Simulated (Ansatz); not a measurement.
Dissociation curve of SMILES [SiH3][SiH3]. The Si1–Si5 bond (Si1 also carries H, H, H; Si5 carries H, H, H) is varied alone, starting from the PBE0/def2-TZVP optimised geometry.

Method: restricted PBE/cc-pVTZ run with Ansatz (a program for electronic structure).

The batch members p0 to p7 hold the bond at 1.87, 2.01, 2.06, 2.22, 2.28, 2.34, 2.41, 2.47 Å.

Ansatz input:

Ansatz 0.2 input:
```yaml
# input.yaml
basis:
  gaussian: { orbitals: cc-pvtz }
hamiltonian:
  xc: pbe
batch:
  members: [p0.yaml, p1.yaml, p2.yaml, p3.yaml, p4.yaml, p5.yaml, p6.yaml, p7.yaml]

# p4.yaml, one of the 8 members of this batch
crystal:
  periodic: [false, false, false]
  atoms:
    - { symbol: Si, position_ang: [0.0, 0.0, 0.0] }
    - { symbol: H, position_ang: [0.0, 1.3952156, -0.51634619] }
    - { symbol: H, position_ang: [1.20830092, -0.6976398, -0.51628887] }
    - { symbol: H, position_ang: [-1.20829901, -0.69763265, -0.51629838] }
    - { symbol: Si, position_ang: [0.0, 0.0, 2.28] }
    - { symbol: H, position_ang: [0.0006494, -1.39525859, 2.7962357] }
    - { symbol: H, position_ang: [1.20798038, 0.6981451, 2.79635166] }
    - { symbol: H, position_ang: [-1.20862218, 0.69703858, 2.79634725] }
total_charge: 0
magnetization:
  spin_polarized: false
```

Lines of the output on each member:

```
Member 1: Total energy: -15843.64453643 eV, -582.2431975057 hartree
Member 0: Total energy: -15842.34212216 eV, -582.1953346643 hartree
Member 2: Total energy: -15843.93629155 eV, -582.2539193089 hartree
Member 3: Total energy: -15844.45546981 eV, -582.2729987578 hartree
Member 5: Total energy: -15844.55855350 eV, -582.2767870135 hartree
Member 4: Total energy: -15844.53037345 eV, -582.2757514158 hartree
Member 6: Total energy: -15844.54431625 eV, -582.2762638044 hartree
Member 7: Total energy: -15844.50012233 eV, -582.2746397077 hartree
```

The restricted form behind RKS-PBE keeps the bonding electrons paired and can't separate into open-shell fragments.
